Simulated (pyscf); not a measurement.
Single points on ωB97X-D3(BJ)/def2-SVP structures (PySCF, gas phase).

SMILES: O[Si](O)(O)S
```xyz
9

O     -0.0788     0.8312    -2.2603
Si    -0.3557     0.1486    -0.7837
O     -0.3297    -1.4842    -1.0253
O      0.7756     0.4568     0.3826
S     -2.1867     0.9772    -0.0925
H      0.4686     0.3024    -2.8522
H     -0.2343    -2.0348    -0.2415
H      0.7742     1.3455     0.7537
H     -2.6854     1.1197    -1.3350
```

Q: What is the homolytic dissociation enthalpy (298 K, ωB97M-D3(BJ)/def2-TZVP) of the S–Si bond of HO–Si(OH)(OH)–SH, to HO–Si•(OH)–OH + SH•?

A: S–Si to HO–Si•(OH)–OH + SH•: 98.6 kcal/mol. The 7 functionals that were run give +92.0 (PBE) to +100.7 kcal/mol (ωB97X-D3(BJ)/def2-TZVP). Other isomers of HO–Si•(OH)–OH were not searched in full and may lie lower. Left out: the spin-orbit lowering of SH.
